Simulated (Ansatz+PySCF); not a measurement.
Results of a calculation; reference values are marked as such.
Input for Ansatz (development build ahead of 0.2.0):

```yaml
crystal:
  periodic: [false, false, false]
  atoms:
    - { symbol: O, position_ang: [0.0, 0.0, -0.11768] }
    - { symbol: H, position_ang: [0.0, 0.0, 0.94141] }
basis:
  gaussian: { orbitals: def2-SVP }
total_charge: -1
magnetization:
  spin_polarized: true
hamiltonian:
  xc: hf
correlation:
  method: mp2
  frozen_orbitals: { H: 0, O: 1 }
scf:
  omitted_lower_state_checks: [stability, starts, atomic_configurations, cluster_reference, orbital_swaps, given_window_search, neighbouring_geometries, increment]
```

The input is written out in the form of the current development build from the run's settings.

The run gave:

```json
{"Converged": "yes", "Reference energy": "-75.26060 hartree", "Correlation energy": "-0.19727 hartree", "Total energy": "-75.45787 hartree", "Spin squared of the determinant": "0.000", "Occupied orbitals by symmetry in an Abelian subgroup (alpha; beta)": "3 A1 1 B1 1 B2; 3 A1 1 B1 1 B2"}
```

Caution: no diffuse functions for an anion.
